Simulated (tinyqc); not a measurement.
Inside a calculation. Method: extended Hueckel theory, for BH3. One step of it, computed by the program tinyqc.

Question. Mulliken analysis. P = C n C^T; charge = valence electrons (H 1, B 3) minus the sum of (P S)_ii on the atom; overlap population = 2 sum P_ij S_ij between two atoms.

coefficients, order 1B 2s, 1B 2px, 1B 2py, 1B 2pz, 2H 1s, 3H 1s, 4H 1s:
$$\begin{pmatrix}
0.512588 & 0.000000 & -0.000072 & 0.006368 & 0.000000 & -0.001851 & 1.562734 \\
0.000012 & 0.000000 & 0.446644 & 0.000000 & 0.000000 & 1.323301 & 0.002202 \\
0.000000 & 0.446571 & 0.000000 & 0.000000 & 1.323335 & 0.000000 & 0.000000 \\
-0.000302 & 0.000000 & 0.000000 & 0.999974 & 0.000000 & 0.000014 & -0.012067 \\
0.286163 & 0.000000 & 0.547345 & -0.001391 & 0.000000 & -1.069902 & -0.819355 \\
0.286066 & 0.474081 & -0.273765 & -0.001391 & -0.927330 & 0.536439 & -0.816667 \\
0.286066 & -0.474081 & -0.273765 & -0.001391 & 0.927330 & 0.536439 & -0.816667
\end{pmatrix}$$

occupations: [2.000000, 2.000000, 2.000000, 0.000000, 0.000000, 0.000000, 0.000000]

overlap S, order 1B 2s, 1B 2px, 1B 2py, 1B 2pz, 2H 1s, 3H 1s, 4H 1s:
$$\begin{pmatrix}
1.000000 & 0.000000 & 0.000000 & 0.000000 & 0.502597 & 0.502431 & 0.502431 \\
0.000000 & 1.000000 & 0.000000 & 0.000000 & 0.540540 & -0.270138 & -0.270138 \\
0.000000 & 0.000000 & 1.000000 & 0.000000 & 0.000000 & 0.468085 & -0.468085 \\
0.000000 & 0.000000 & 0.000000 & 1.000000 & -0.003728 & -0.003726 & -0.003726 \\
0.502597 & 0.540540 & 0.000000 & -0.003728 & 1.000000 & 0.100940 & 0.100940 \\
0.502431 & -0.270138 & 0.468085 & -0.003726 & 0.100940 & 1.000000 & 0.100834 \\
0.502431 & -0.270138 & -0.468085 & -0.003726 & 0.100940 & 0.100834 & 1.000000
\end{pmatrix}$$

Give: charges; Overlap populations.

Answer.

charges: 1B 0.4417, 2H -0.1472, 3H -0.1473, 4H -0.1473

Overlap populations:
```
pair      value
2-1    0.823401
3-1    0.823250
3-2   -0.027449
4-1    0.823250
4-2   -0.027449
4-3   -0.027416
```
